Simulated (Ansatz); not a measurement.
**Could WS3 exist in this structure?**

Plane-wave DFT in Ansatz with scalar-relativistic PAW potentials. The crystal relaxes under LDA to Pm-3m with a = 4.609 Å, 24.47 Å³/atom. No spin polarisation. The structure is a made-up candidate, not known to be the stable one.

```yaml
crystal:
  lattice:
    - [4.60877, 0.00000, 0.00000]
    - [0.00000, 4.60877, 0.00000]
    - [0.00000, 0.00000, 4.60877]
  atoms:
    - { symbol: W, position: [0.00000, 0.00000, 0.00000] }
    - { symbol: S, position: [0.00000, 0.00000, 0.50000] }
    - { symbol: S, position: [0.00000, 0.50000, 0.00000] }
    - { symbol: S, position: [0.50000, 0.00000, 0.00000] }
```

Q: Test it against the elements, against displacements at the zone centre and against strain.

A:
- Energy over the elements: -0.054 eV/atom (LDA, standard states in the same functional, gases uncorrected)
- Optical modes at Γ: all 9 real, 95 to 401 cm⁻¹ (LDA, no gap at this level, so no LO-TO term)
- Least eigenvalue of the elastic tensor: 22 GPa (LDA, smearing 0.15 eV on a cell relaxed with it; where the run has no gap this value hangs on mesh and smearing)

It passes all three tests. So it is a local minimum against everything tried and bound against the elements. Modes at other wave vectors, other structures and decomposition into other compounds weren't tested here.

Spin-orbit coupling is left out, which matters for the bands of heavy elements.